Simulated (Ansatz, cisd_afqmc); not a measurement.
Seven cases of ionisation energy with Al to Br (electronic energies, eV); geometries: B3LYP-D3(BJ)/def2-TZVP. The cases were drawn at random from those of this class that have a high level and all functionals, leaving out states under which another spin lies or may lie. Left out are anions, K, Ca, elements past Kr, ionisation of Li, Na and Mg, pi-pi* triplets of linear molecules and other triplets made from a closed-shell parent. Runs that doubt their state, and full CI more than 15 mEh from coupled cluster, are set aside; a case stays where another high level and all functionals remain. AFQMC serves as high level only in triple zeta or larger, with a steady walk, a bar under 0.8 kcal/mol and agreement with other high levels or trials where they ran; where none ran, an unstable determinant or (outside 3d species) a high T1 diagnostic also bars it, so strongly correlated cases are thinned. No case was kept or dropped by the size of a functional's miss. High levels with a bar over 0.5 kcal/mol are left out too, and the seventh case lies inside the range of the six. Affinities count positive where energy is released, gaps as the second state minus the first. PBE0 is by Ansatz (an electronic-structure program) in def2-TZVPD. High levels (Ansatz, AFQMC by cisd_afqmc): P = CCSD(T)/CBS(aug-cc-pV(T+d)Z,aug-cc-pV(Q+d)Z) + [CCSDT(Q) - CCSD(T)]/aug-cc-pV(Q+d)Z + [FCI - CCSDT(Q)]/aug-cc-pV(T+d)Z + core + X2C; Q = CCSD(T)/CBS(aug-cc-pVTZ,aug-cc-pVQZ) + [AFQMC/CISD - CCSD(T)]/aug-cc-pVQZ; R = CCSD(T)/CBS(cc-pV(Q+d)Z,cc-pV(5+d)Z) + [CCSDT(Q) - CCSD(T)]/cc-pV(Q+d)Z + [CCSDTQ - CCSDT(Q)]/cc-pV(D+d)Z + core + X2C; S = CCSD(T)/CBS(cc-pV(Q+d)Z,cc-pV(5+d)Z) + [CCSDT(Q) - CCSD(T)]/cc-pV(T+d)Z + [CCSDTQ - CCSDT(Q)]/cc-pV(D+d)Z + core + X2C; T = CCSD(T)/CBS(cc-pV(Q+d)Z,cc-pV(5+d)Z) + [CCSDT(Q) - CCSD(T)]/cc-pV(T+d)Z + core + X2C; U = CCSD(T)/CBS(cc-pV(T+d)Z,cc-pV(Q+d)Z) + [CCSDT(Q) - CCSD(T)]/cc-pV(T+d)Z + core + X2C. UHF or UKS for unpaired electrons; spin-orbit terms are left out. Cores are frozen in correlated methods (noble-gas shells, and filled d and f shells in the p block). Rows without X2C or -DK are non-relativistic. The Monte Carlo rows (phaseless AFQMC, CISD trial, step 0.005/hartree) carry one-sigma bars that omit the constraint's bias. Outlying blocks are dropped, and bars are widened where a walk drifts. Over all cases where full CI ran beside it in this data, AFQMC minus full CI had a median of +0.1 mEh and passed +0.4 mEh in a tenth of the cases. CBS(X,Y): correlation extrapolated as X^-3, Hartree-Fock from the larger set (Q,5: extrapolated as (X+1)exp(-9√X)). A bracket is a step between two methods taken in the basis named. The functionals are non-relativistic, so their misses hold any scalar relativity. 'core' is core correlation in cc-pwCVTZ (1s frozen past Ne), 'X2C' scalar relativity in cc-pVTZ-DK, both at CCSD(T). Full CI freezes restricted core orbitals, also for open shells; the composite that ends in it estimates full CI at the basis-set limit. Where a partner has so few electrons that a lower coupled-cluster level is exact, that level stands in. The T1 diagnostic of OSi ([O+]#[Si-], singlet) reaches 0.030 in the sets run. The T1 diagnostic of H2OSi (O=[SiH2], singlet) reaches 0.025 in the sets run. The UHF reference of OSi+ (parent SMILES [O+]#[Si-], doublet) is spin-contaminated (<S^2> up to 0.05 over the pure value in the sets run). The determinant of OSi+ (parent SMILES [O+]#[Si-], doublet) is a saddle point of the SCF energy; a lower one exists, which strains HF and MP2. The spin of H3ClSi+ (parent SMILES [SiH3]Cl, doublet) was assumed, and the state is the lowest solution found for it. The spin of H2OSi+ (parent SMILES O=[SiH2], doublet) was assumed, and the state is the lowest solution found for it.

```tsv
case	PBE0	level	high level
S (triplet) to S+ (quartet)	10.41	P	10.35
SiO (oxosilicon, SMILES [O+]#[Si-]) → SiO+ (parent SMILES [O+]#[Si-], doublet)	11.42	R	11.58
SiH3Cl (chlorosilane, SMILES Cl[SiH3]) → SiH3Cl+ (parent SMILES [SiH3]Cl, doublet)	11.14	U	11.49
Cl2 (molecular chlorine, SMILES ClCl) → Cl2+ (parent SMILES ClCl, doublet)	11.32	T	11.52
PH3 (SMILES P) → PH3+ (parent SMILES P, doublet)	9.72	R	9.89
Ga (doublet) to Ga+ (singlet)	6.00	Q	5.89 ± 0.01
H2SiO (SMILES O=[SiH2]) → H2SiO+ (parent SMILES O=[SiH2], doublet)	10.40	S	withheld
```

Q: Fit a straight line from PBE0 to the high level over the first six rows by least squares, predict the seventh, and compare with the calculation.

A: Means: PBE0 10.002, high level 10.120. Sxx = 21.3049, Sxy = 22.5617, slope 1.0590, intercept -0.472 eV; residual standard deviation 0.14 eV. Seventh row: 1.0590·(10.40) -0.472 = 10.54 eV. The calculation gave 10.71 eV: the line differs from it by -0.17, PBE0 itself by -0.31.
